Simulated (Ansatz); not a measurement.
**Si₂NH (singlet): density functionals in cc-pVTZ**

What do functionals of several rungs give for Si₂NH (singlet)?

Computed with Ansatz 0.2.0, Gaussian basis. Level: cc-pVTZ, all electrons in the functionals, frozen cores in the correlation of double hybrids and RPA.

Plan: PBE, r2SCAN, PBE0, B3LYP, r2SCANh, wB97M-V, B2PLYP, RKS PBE0, RPA-PBE.

## (1) The geometry

The geometry is a PBE0/def2-TZVP stationary point (not a proven minimum).

4 atoms, charge 0, spin multiplicity 1.

Atoms are counted from 1 here; the program's logs count them from 0.

Bond lengths: Si1–N2 1.577 Å, N2–Si3 1.705 Å, Si3–H4 1.537 Å. Angles: Si1–N2–Si3 170.7°, N2–Si3–H4 97.0°.

No dispersion term is added; wB97M-V holds VV10 nonlocal correlation. B3LYP takes the VWN-RPA correlation.

## (2) PBE (unrestricted)

File in.yaml:

```yaml
crystal:
  periodic: [false, false, false]
  atoms:
    - {symbol: Si, position_ang: [0.000000, 0.012115, 1.651201]}
    - {symbol: N, position_ang: [0.000000, 0.088287, 0.075829]}
    - {symbol: Si, position_ang: [0.000000, -0.105959, -1.618018]}
    - {symbol: H, position_ang: [0.000000, 1.388038, -1.978355]}
basis:
  gaussian: {orbitals: cc-pVTZ}
magnetization: {spin_polarized: true, initial_magnetization: 0}
hamiltonian: {xc: {name: PBE}}
output: {orbitals: {seedname: orbitals}}
```

On the command line:

```console
$ ansatz run in.yaml --threads 1 --pin off --events-out ev --progress --plain --max-ram 4096MiB --backend cpu
```

Standard output:

```text
Functional definition: PBE
  name "PBE"
  cite "Perdew, Burke & Ernzerhof, Phys. Rev. Lett. 77, 3865 (1996) doi:10.1103/PhysRevLett.77.3865"
  parent pbe
  parameter kappa = 0.804
  parameter beta = 0.06672455060314922
  exchange = pbe_x(kappa = kappa, mu = beta*pi^2/3)
  correlation = pbe_c(beta = beta)
785 factors; their error is unknown
mean field evaluation 1: about -17235.9279 eV, gradient 6.1e1 eV
mean field evaluation 2: about -17114.6590 eV, gradient 1.2e2 eV
mean field evaluation 4: about -17247.3594 eV, gradient 2.2e1 eV
mean field evaluation 8: about -17251.4226 eV, gradient 2.9e-1 eV
mean field evaluation 16: about -17251.3767 eV, gradient 8.7e-4 eV
mean field evaluation 32: about -17250.6674 eV, gradient 3.5e0 eV
mean field -17251.37669376 eV, -633.9764000925 hartree, gradient 2.8e-5 eV, S^2 0.000000; 4 other end points of the search recorded, 0 dependent functions left out
reference -17251.37672303 eV, -633.9764011681 hartree; 18, 18 occupied and 94, 94 virtual orbitals, 785 factors
Total energy: -17251.37672303 eV, -633.9764011681 hartree
```

Run time: 5.5 s. Hardware: 1 thread of AMD EPYC 7R13, shared host.

From the report: ⟨S²⟩ of the determinant 0.000 (pure singlet: 0.00).

## (3) r2SCAN (unrestricted)

Edit in.yaml of step 2 so:

```diff
@@ -10,3 +10,2 @@
 magnetization: {spin_polarized: true, initial_magnetization: 0}
-hamiltonian: {xc: {name: PBE}}
-output: {orbitals: {seedname: orbitals}}
+hamiltonian: {xc: {name: r2SCAN}}
```

Same command.

Standard output:

```text
Functional definition: r2SCAN
  name "r2SCAN"
  cite "Furness, Kaplan, Ning, Perdew & Sun, J. Phys. Chem. Lett. 11, 8208 (2020) doi:10.1021/acs.jpclett.0c02405"
  cite "Furness, Kaplan, Ning, Perdew & Sun, J. Phys. Chem. Lett. 11, 9248 (2020) doi:10.1021/acs.jpclett.0c03077"
  parent r2scan
  parameter k0 = 0.174
  parameter k1 = 0.065
  parameter a1 = 4.9479
  exchange = r2scan_x(k0 = k0, k1 = k1, a1 = a1)
  correlation = r2scan_c
785 factors; their error is unknown
mean field evaluation 1: about -17245.7380 eV, gradient 5.6e1 eV
mean field evaluation 2: about -17143.6707 eV, gradient 1.2e2 eV
mean field evaluation 4: about -17256.5175 eV, gradient 1.7e1 eV
mean field evaluation 8: about -17258.7717 eV, gradient 1.5e-1 eV
mean field evaluation 16: about -17258.7258 eV, gradient 3.9e-5 eV
mean field evaluation 32: about -17257.4658 eV, gradient 1.0e0 eV
mean field -17258.72576464 eV, -634.2464734659 hartree, gradient 5.6e-6 eV, S^2 0.000000; 4 other end points of the search recorded, 0 dependent functions left out
reference -17258.72577603 eV, -634.2464738847 hartree; 18, 18 occupied and 94, 94 virtual orbitals, 785 factors
Total energy: -17258.72577603 eV, -634.2464738847 hartree
```

Wall time 17 s (1 thread of AMD EPYC 7R13, shared host); peak memory 0.29 GiB.

From the report: ⟨S²⟩ of the determinant 0.000 (pure singlet: 0.00).

## (4) PBE0 (unrestricted)

Edit in.yaml of step 3 so:

```diff
@@ -10,2 +10,3 @@
 magnetization: {spin_polarized: true, initial_magnetization: 0}
-hamiltonian: {xc: {name: r2SCAN}}
+hamiltonian: {xc: {name: PBE0}}
+output: {orbitals: {seedname: orbitals}}
```

The command is unchanged.

Standard output:

```text
Functional definition: PBE0
  name "PBE0"
  cite "Adamo & Barone, J. Chem. Phys. 110, 6158 (1999) doi:10.1063/1.478522"
  cite "Perdew, Burke & Ernzerhof, Phys. Rev. Lett. 77, 3865 (1996) doi:10.1103/PhysRevLett.77.3865"
  parent pbe
  parameter a = 0.25
  parameter kappa = 0.804
  parameter beta = 0.06672455060314922
  exchange = (1 - a)*pbe_x(kappa = kappa, mu = beta*pi^2/3) + a*exact_x
  correlation = pbe_c(beta = beta)
806 factors; their error is unknown
mean field evaluation 1: about -17241.7005 eV, gradient 5.1e1 eV
mean field evaluation 2: about -17170.6362 eV, gradient 1.1e2 eV
mean field evaluation 4: about -17252.2441 eV, gradient 7.0e0 eV
mean field evaluation 8: about -17252.5514 eV, gradient 1.2e-1 eV
mean field evaluation 16: about -17252.6159 eV, gradient 7.0e-5 eV
mean field -17252.61586482 eV, -634.0219387890 hartree, gradient 2.1e-5 eV, S^2 0.000000; 1 other end points of the search recorded, 0 dependent functions left out
reference -17252.61588704 eV, -634.0219396058 hartree; 18, 18 occupied and 94, 94 virtual orbitals, 806 factors
Total energy: -17252.61588704 eV, -634.0219396058 hartree
```

Wall time 8 s (1 thread of AMD EPYC 7R13, shared host); peak memory 0.35 GiB.

From the report: ⟨S²⟩ of the determinant 0.000 (pure singlet: 0.00).

## (5) B3LYP (unrestricted)

Edit in.yaml of step 4 so:

```diff
@@ -10,3 +10,2 @@
 magnetization: {spin_polarized: true, initial_magnetization: 0}
-hamiltonian: {xc: {name: PBE0}}
-output: {orbitals: {seedname: orbitals}}
+hamiltonian: {xc: {name: B3LYP}}
```

Launched as before.

Standard output, cut to the lines that bear on the results:

```text
Functional definition: B3LYP
  name "B3LYP"
  cite "Stephens, Devlin, Chabalowski & Frisch, J. Phys. Chem. 98, 11623 (1994) doi:10.1021/j100096a001"
  cite "Becke, Phys. Rev. A 38, 3098 (1988) doi:10.1103/PhysRevA.38.3098"
  cite "Lee, Yang & Parr, Phys. Rev. B 37, 785 (1988) doi:10.1103/PhysRevB.37.785"
  cite "Vosko, Wilk & Nusair, Can. J. Phys. 58, 1200 (1980) doi:10.1139/p80-159"
[...]
803 factors; their error is unknown
[...]
mean field -17262.29743440 eV, -634.3777299086 hartree, gradient 2.7e-5 eV, S^2 0.000000; 1 other end points of the search recorded, 0 dependent functions left out
reference -17262.29763463 eV, -634.3777372670 hartree; 18, 18 occupied and 94, 94 virtual orbitals, 803 factors
Total energy: -17262.29763463 eV, -634.3777372670 hartree
```

Run time: 3.7 s. Hardware: 1 thread of AMD EPYC 7R13, shared host; peak memory 0.25 GiB.

From the report: ⟨S²⟩ of the determinant 0.000 (pure singlet: 0.00).

## (6) r2SCANh (unrestricted)

Edit in.yaml of step 5 so:

```diff
@@ -10,2 +10,2 @@
 magnetization: {spin_polarized: true, initial_magnetization: 0}
-hamiltonian: {xc: {name: B3LYP}}
+hamiltonian: {xc: {name: r2SCANh}}
```

The command is unchanged.

Standard output, cut to the lines that bear on the results:

```text
Functional definition: r2SCANh
  name "r2SCANh"
  cite "Bursch, Neugebauer, Ehlert & Grimme, J. Chem. Phys. 156, 134105 (2022) doi:10.1063/5.0086040"
  cite "Furness, Kaplan, Ning, Perdew & Sun, J. Phys. Chem. Lett. 11, 8208 (2020) doi:10.1021/acs.jpclett.0c02405"
  cite "Furness, Kaplan, Ning, Perdew & Sun, J. Phys. Chem. Lett. 11, 9248 (2020) doi:10.1021/acs.jpclett.0c03077"
  parent r2scan
[...]
785 factors; their error is unknown
[...]
mean field -17258.48839812 eV, -634.2377504074 hartree, gradient 4.4e-6 eV, S^2 0.000000; 1 other end points of the search recorded, 0 dependent functions left out
reference -17258.48840856 eV, -634.2377507910 hartree; 18, 18 occupied and 94, 94 virtual orbitals, 785 factors
Total energy: -17258.48840856 eV, -634.2377507910 hartree
```

Wall time 14 s (1 thread of AMD EPYC 7R13, shared host); peak memory 0.38 GiB.

From the report: ⟨S²⟩ of the determinant 0.000 (pure singlet: 0.00).

## (7) wB97M-V (unrestricted)

Edit in.yaml of step 6 so:

```diff
@@ -10,2 +10,3 @@
 magnetization: {spin_polarized: true, initial_magnetization: 0}
-hamiltonian: {xc: {name: r2SCANh}}
+hamiltonian: {xc: {name: wB97M-V}}
+output: {orbitals: {seedname: orbitals}}
```

Same command.

Standard output, cut to the lines that bear on the results:

```text
Functional definition: wB97M-V
  name "wB97M-V"
  cite "Mardirossian & Head-Gordon, J. Chem. Phys. 144, 214110 (2016) doi:10.1063/1.4952647"
  cite "Becke, J. Chem. Phys. 107, 8554 (1997) doi:10.1063/1.475007"
  cite "Vydrov & Van Voorhis, J. Chem. Phys. 133, 244103 (2010) doi:10.1063/1.3521275"
  # Of w^i u^j: cxij and so on, Table III.
[...]
  gx(w, u) = 1 - cx + cx01*u + cx10*w
  gss(w, u) = css00 + css04*u^4 + css10*w + css20*w^2 + css43*w^4*u^3
  gos(w, u) = cos00 + cos10*w + (cos20 + cos21*u)*w^2 + (cos60 + cos61*u)*w^6
[...]
      + integral(e_c_pw_mod_opposite_spin*gos(b97_w_opposite, b97_u_opposite)) + vv10(b, c)
803 factors; their error is unknown
152 factors; integrals over basis functions are off by at most 1.2e-4 eV
[...]
mean field -17259.91301967 eV, -634.2901042835 hartree, gradient 4.4e-5 eV, S^2 0.000000; 1 other end points of the search recorded, 0 dependent functions left out
reference -17259.91305670 eV, -634.2901056446 hartree; 18, 18 occupied and 94, 94 virtual orbitals, 803 factors
Total energy: -17259.91305670 eV, -634.2901056446 hartree
```

It took 10 s on 1 thread of AMD EPYC 7R13, shared host; peak memory 0.37 GiB.

From the report: ⟨S²⟩ of the determinant 0.000 (pure singlet: 0.00).

## (8) B2PLYP (unrestricted)

Edit in.yaml of step 7 so:

```diff
@@ -10,3 +10,3 @@
 magnetization: {spin_polarized: true, initial_magnetization: 0}
-hamiltonian: {xc: {name: wB97M-V}}
-output: {orbitals: {seedname: orbitals}}
+hamiltonian: {xc: {name: B2PLYP}}
+correlation: {electrons: outside_noble_gas}
```

Same command.

Standard output, cut to the lines that bear on the results:

```text
Functional definition: B2PLYP
  name "B2PLYP"
  cite "Grimme, J. Chem. Phys. 124, 034108 (2006) doi:10.1063/1.2148954"
  cite "Becke, Phys. Rev. A 38, 3098 (1988) doi:10.1103/PhysRevA.38.3098"
  cite "Lee, Yang & Parr, Phys. Rev. B 37, 785 (1988) doi:10.1103/PhysRevB.37.785"
[...]
676 factors; integrals over basis functions are off by at most 1.4e-3 eV
[...]
mean field -17250.04781598 eV, -633.9275647349 hartree, gradient 3.9e-6 eV, S^2 0.000000; 4 other end points of the search recorded, 0 dependent functions left out
11 core orbitals not correlated: weight in the atoms' cores, before any rotation towards them, 1.000 or more for the frozen orbitals, at most 0.000 for the correlated occupied ones
reference -17250.04794400 eV, -633.9275694395 hartree; 7, 7 occupied and 94, 94 virtual orbitals, 676 factors
second order -13.60318311 eV of doubles, -0.00000000 eV of singles
Total energy: -17253.72080344 eV, -634.0625445344 hartree
```

Run time: 10 s. Hardware: 1 thread of AMD EPYC 7R13, shared host; peak memory 0.32 GiB.

From the report: ⟨S²⟩ of the determinant 0.000 (pure singlet: 0.00).

## (9) PBE0 (restricted)

Edit in.yaml of step 8 so:

```diff
@@ -9,4 +9,2 @@
   gaussian: {orbitals: cc-pVTZ}
-magnetization: {spin_polarized: true, initial_magnetization: 0}
-hamiltonian: {xc: {name: B2PLYP}}
-correlation: {electrons: outside_noble_gas}
+hamiltonian: {xc: {name: PBE0}}
```

Same command.

Standard output:

```text
Functional definition: PBE0
  name "PBE0"
  cite "Adamo & Barone, J. Chem. Phys. 110, 6158 (1999) doi:10.1063/1.478522"
  cite "Perdew, Burke & Ernzerhof, Phys. Rev. Lett. 77, 3865 (1996) doi:10.1103/PhysRevLett.77.3865"
  parent pbe
  parameter a = 0.25
  parameter kappa = 0.804
  parameter beta = 0.06672455060314922
  exchange = (1 - a)*pbe_x(kappa = kappa, mu = beta*pi^2/3) + a*exact_x
  correlation = pbe_c(beta = beta)
806 factors; their error is unknown
mean field evaluation 1: about -17241.7005 eV, gradient 7.2e1 eV
mean field evaluation 2: about -17170.6362 eV, gradient 1.5e2 eV
mean field evaluation 4: about -17252.2441 eV, gradient 9.9e0 eV
mean field evaluation 8: about -17252.5514 eV, gradient 1.7e-1 eV
mean field evaluation 16: about -17252.6159 eV, gradient 1.5e-5 eV
mean field -17252.61586491 eV, -634.0219387922 hartree, gradient 1.5e-5 eV, S^2 0.000000; 0 other end points of the search recorded, 0 dependent functions left out
reference -17252.61588713 eV, -634.0219396090 hartree; 18, 18 occupied and 94, 94 virtual orbitals, 806 factors
Total energy: -17252.61588713 eV, -634.0219396090 hartree
```

It took 1.6 s on 1 thread of AMD EPYC 7R13, shared host.

## (10) RPA-PBE

Edit in.yaml of step 9 so:

```diff
@@ -9,2 +9,4 @@
   gaussian: {orbitals: cc-pVTZ}
-hamiltonian: {xc: {name: PBE0}}
+magnetization: {spin_polarized: true, initial_magnetization: 0}
+hamiltonian: {xc: {name: PBE}}
+correlation: {method: rpa, electrons: outside_noble_gas}
```

Same command.

Standard output, cut to the lines that bear on the results:

```text
Functional definition: PBE
  name "PBE"
  cite "Perdew, Burke & Ernzerhof, Phys. Rev. Lett. 77, 3865 (1996) doi:10.1103/PhysRevLett.77.3865"
  parent pbe
[...]
676 factors; integrals over basis functions are off by at most 1.4e-3 eV
[...]
mean field -17251.37669121 eV, -633.9763999987 hartree, gradient 3.9e-6 eV, S^2 0.000000; 5 other end points of the search recorded, 0 dependent functions left out
11 core orbitals not correlated: weight in the atoms' cores, before any rotation towards them, 1.000 or more for the frozen orbitals, at most 0.000 for the correlated occupied ones
reference -17221.07049160 eV, -632.8626677054 hartree; 7, 7 occupied and 94, 94 virtual orbitals, 676 factors
Total energy: -17239.37535855 eV, -633.5353591585 hartree
```

It took 8.5 s on 1 thread of AMD EPYC 7R13, shared host.

From the report: ⟨S²⟩ of the determinant 0.000 (pure singlet: 0.00).

## (11) Side by side

```
functional  energy (eV)   ⟨S²⟩   time
       PBE  -17251.3767  0.000  5.5 s
    r2SCAN  -17258.7258  0.000   17 s
      PBE0  -17252.6159  0.000    8 s
     B3LYP  -17262.2976  0.000  3.7 s
   r2SCANh  -17258.4884  0.000   14 s
   wB97M-V  -17259.9131  0.000   10 s
    B2PLYP  -17253.7208  0.000   10 s
  RKS PBE0  -17252.6159  0.000  1.6 s
   RPA-PBE  -17239.3754  0.000  8.5 s
```

Orbital levels of the runs that wrote orbitals: PBE HOMO -5.09, LUMO -3.49 eV; PBE0 HOMO -5.99, LUMO -2.67 eV; wB97M-V HOMO -7.88, LUMO -0.63 eV.

## (12) Results

| quantity | value |
| --- | --- |
| spread of total energies | 22.9 eV |
| quickest, slowest | RKS PBE0 1.6 s, r2SCAN 17 s |

Total energies of different functionals can't be ranked; only differences within one functional count.
